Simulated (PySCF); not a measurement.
Species: N2O.
Numbering: `[N:1]#[N+:2][O-:3]`

All values: wB97X-D/pcSseg-2 (PySCF, non-relativistic), on one gas-phase PBE0-D3(BJ)/def2-TZVP geometry that isn't relaxed in the solvent. The solvent is an IEF-PCM continuum (van der Waals radii × 1.2). The model holds no explicit solvent molecules, cavitation or dispersion.

Gas phase at wB97X-D/pcSseg-2: HOMO -11.71 eV, LUMO 1.63 eV, dipole 0.09 D.

Question: What does the continuum do to the energy, the frontier levels and the dipole at wB97X-D/pcSseg-2 in chloroform?

Answer: 
```csv
solvent,ε,E(solvent) − E(gas) (kcal/mol),polarisation term (kcal/mol),distortion of the solute (kcal/mol),HOMO (eV),LUMO (eV),dipole (D)
chloroform,4.711,-1.40,-1.48,0.08,-11.58,1.76,0.11
```

Polarisation term: ½ Σ q·V over the induced surface charges. Distortion: the rise of the solute's own energy as its density leaves the gas-phase optimum.

wB97X-D is run here without its empirical dispersion term; that term would change no orbital, density or response property at a fixed geometry.
